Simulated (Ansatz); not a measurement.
**SiNH5: one structure at several levels**

The task here is to estimate one member of a computed series from the others.

Method: single points in def2-TZVPP; program: Ansatz 0.2.0, Gaussian basis.

Cores are frozen in the correlated methods.

## The system as given

7 atoms, charge 0, spin multiplicity 1.

Atoms are counted from 1 here; the program's logs count them from 0.

Bond lengths: Si1–H4 1.424 Å, Si1–H5 1.428 Å, N2–H3 1.320 Å, N2–H6 0.964 Å, N2–H7 1.062 Å. Angles: H4–Si1–H5 107.4°, H3–N2–H6 123.1°, H3–N2–H7 115.3°, H6–N2–H7 108.3°.

As a file:

```
Si   -0.7781   -0.1022    0.9326
N     0.4338   -0.1009   -0.8049
H    -0.5004   -1.0216   -0.6577
H    -1.2326    1.2417    0.8044
H     0.2565   -0.1114    1.9174
H     0.4118    0.5638   -1.5030
H     1.4324   -0.4476   -0.7049
```

Set-up of the first run:

File run/in.yaml:

```yaml
crystal:
  periodic: [false, false, false]
  atoms:
    - {symbol: Si, position_ang: [-0.778100, -0.102200, 0.932600]}
    - {symbol: N, position_ang: [0.433800, -0.100900, -0.804900]}
    - {symbol: H, position_ang: [-0.500400, -1.021600, -0.657700]}
    - {symbol: H, position_ang: [-1.232600, 1.241700, 0.804400]}
    - {symbol: H, position_ang: [0.256500, -0.111400, 1.917400]}
    - {symbol: H, position_ang: [0.411800, 0.563800, -1.503000]}
    - {symbol: H, position_ang: [1.432400, -0.447600, -0.704900]}
basis:
  gaussian: {orbitals: def2-TZVPP}
correlation: {method: ccsd_t}
output: {forces: true}
```

The command line of these runs was not kept.

Steps of the session up to this table: CCSD(T)/def2-TZVPP; PBE0-D4/def2-TZVPP; wB97M-V/def2-TZVPP; r2SCAN-D4/def2-TZVPP; PBE-D4/def2-TZVPP; r2SCANh-D4/def2-TZVPP; B97M-V/def2-TZVPP.

One of the session's tables, all rows but one given; the rest of the session is left out.

```
    method  RMS force component (eV/Å)  angle to CCSD(T) forces (°)  dipole (D)
   CCSD(T)                       1.614                    reference        2.80
   PBE0-D4                       1.630                          2.7        2.75
   wB97M-V                       1.624                          1.6        2.72
 r2SCAN-D4                       1.569                          5.4        2.76
    PBE-D4                       1.589                          7.6        2.71
r2SCANh-D4                       1.586                          4.4        2.77
    B97M-V                           ?                            ?           ?
```

Estimate the missing values for B97M-V.

The run gave: RMS force component (eV/Å): 1.570; angle to CCSD(T) forces (°): 5.3; dipole (D): 2.70. In the column «RMS force component (eV/Å)» it lies between r2SCAN-D4 (1.569) and r2SCANh-D4 (1.586).
